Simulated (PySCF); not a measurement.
BHO, SMILES B=O, point group C∞v.

Level: B3LYP/pcJ-1 in PySCF (density fitting, grid level 2); geometry and Hessian at that level, cubic constants and property derivatives from steps of ±0.6 along each species' dimensionless normal coordinates, second-order vibrational perturbation theory. The parent has the commonest isotopes.

Equilibrium geometry (Å):

```
atom        x        y        z
  B1   0.0051   0.0410  -0.0165
  O2   1.1388   0.4236  -0.0444
  H3  -1.0980  -0.3316   0.0107
```

Species: ¹⁷O at 2. Output of the displacement run:

```
mode    cm-1    km/mol   phi_rrr   E(+)/cm-1  E(-)/cm-1
  1    792.77    13.19      -0.4     146.43     145.55
  2    793.20    13.19       0.3     146.04     145.92
  3   1856.53    59.86     542.2     354.37     315.37
  4   2910.58     9.00   -1485.3     474.62     581.27
```

For the shielding of B1 (σe = 85.89 ppm):

| mode | ω (cm⁻¹) | Σr φrrs (cm⁻¹) | ∂σ/∂q | ∂²σ/∂q² |
| --- | --- | --- | --- | --- |
| 1 | 793 | -1 | 0.000 | -0.409 |
| 2 | 793 | 0 | 0.000 | -0.409 |
| 3 | 1857 | 584 | 3.994 | -0.530 |
| 4 | 2911 | 8 | 2.044 | -0.854 |

Problem. Work out the zero-point average of this shielding.

Solution. With ⟨qs⟩ = −Σr φrrs/(4ωs) and ⟨qs²⟩ = 1/2: the mean displacements are 0.000, 0.000, -0.079, -0.001. The anharmonic term Σ (∂σ/∂q)⟨q⟩ is -0.32 ppm, the harmonic term ¼ Σ ∂²σ/∂q² is -0.55 ppm, so ⟨σ⟩ = 85.03 ppm.
